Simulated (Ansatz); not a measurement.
in.yaml

```yaml
crystal:
  periodic: [false, false, false]
  atoms:
    - {symbol: Ge, position_ang: [0.000000, 0.000000, 0.413167]}
    - {symbol: Mg, position_ang: [0.000000, 0.000000, -2.081333]}
    - {symbol: H, position_ang: [0.000000, 0.000000, 1.668167]}
basis:
  gaussian: {orbitals: 6-31G}
magnetization: {spin_polarized: false, initial_magnetization: 3}
correlation: {method: sc_nevpt2, electrons: outside_noble_gas, active_space: {window: {electrons: 3, orbitals: 4}}}
accuracy: high
output: {forces: true}
```

```sh
$ ansatz run in.yaml --threads 1 --pin off --events-out ev --progress --plain --max-ram 2393MiB
```

Output:

```
732 factors; integrals over basis functions are off by at most 4.4e-9 eV
mean field evaluation 1: about -61908.3442 eV, gradient 6.8e0 eV
mean field evaluation 2: about -61908.3929 eV, gradient 6.8e0 eV
mean field evaluation 4: about -61909.1160 eV, gradient 1.1e0 eV
mean field evaluation 8: about -61909.1404 eV, gradient 1.1e-1 eV
mean field evaluation 16: about -61909.1406 eV, gradient 2.7e-8 eV
mean field -61909.14064868 eV, -2275.1189553162 hartree, gradient 2.7e-8 eV, S^2 3.750000; 0 other end points of the search recorded, 0 dependent functions left out
reference -61909.14064868 eV, -2275.1189553162 hartree; 24, 21 occupied and 20, 23 virtual orbitals, 732 factors
state -61909.14064868 eV, -2275.1189553162 hartree
state -61909.14064868 eV, -2275.1189553162 hartree; corrected -61910.21993771 eV, -2275.1586184567 hartree
WARN: 1 active orbitals are nearly empty or full. The corrections depend on them more than the energy does, and are more stable in an active space without them
the calculation of the forces begins
Error: an active orbital is full or empty, and SC-NEVPT2 has no forces then: leave it out of the active space
```

The run gave no result to rely on (stopped by an error).

Ran on 1 thread of Arm Neoverse V1, shared host: 2.1 s wall, 0.12 GiB peak host memory.
